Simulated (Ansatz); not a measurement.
Barrier from H (doublet) + H2S (SMILES S) to the saddle point below; all geometries are those of the HTBH38 set.
```
S
H 1 1.3377
H 1 1.4291 2 91.15
H 3 1.1495 1 172.62 2 0.00
```
Charge 0, spin multiplicity 2.

Quantity: barrier height (electronic, no zero-point energy), in kcal/mol. UHF or UKS for unpaired electrons; spin-orbit terms are left out. CBS(X,Y): correlation extrapolated as X^-3, Hartree-Fock from the larger set. A bracket is a step between two methods taken in the basis named. Functionals run without relativity, which enters their misses. 'core' is core correlation in cc-pwCVTZ (1s frozen past Ne), 'X2C' scalar relativity in cc-pVTZ-DK, both at CCSD(T). Where a partner has so few electrons that a lower coupled-cluster level is exact, that level stands in. The UHF reference of H3S (saddle point or complex, doublet) is spin-contaminated (<S^2> up to 0.03 over the pure value in the sets run).

Published benchmark value: 3.5 kcal/mol (Zhao et al., J. Phys. Chem. A 109, 2012 (2005), HTBH38), a best estimate, not a measurement.

**Question.** How far off this value is PBE/def2-TZVPD (Ansatz, a first-principles code), in which direction, and which of these levels come nearer: r2SCAN/def2-TZVPD, CCSD(T)/CBS(aug-cc-pV(T+d)Z,aug-cc-pV(Q+d)Z) + core + X2C?

**Answer.** PBE gives -1.1 kcal/mol, 4.6 kcal/mol below it. Differences of the others: r2SCAN/def2-TZVPD (Ansatz) -5.8; CCSD(T)/CBS(aug-cc-pV(T+d)Z,aug-cc-pV(Q+d)Z) + core + X2C (Ansatz) 0.3; CCSD(T)/CBS(aug-cc-pV(T+d)Z,aug-cc-pV(Q+d)Z) + [CCSDT(Q) - CCSD(T)]/aug-cc-pV(T+d)Z + core + X2C (Ansatz) 0.1 kcal/mol. Nearer than PBE: CCSD(T)/CBS(aug-cc-pV(T+d)Z,aug-cc-pV(Q+d)Z) + core + X2C, CCSD(T)/CBS(aug-cc-pV(T+d)Z,aug-cc-pV(Q+d)Z) + [CCSDT(Q) - CCSD(T)]/aug-cc-pV(T+d)Z + core + X2C.
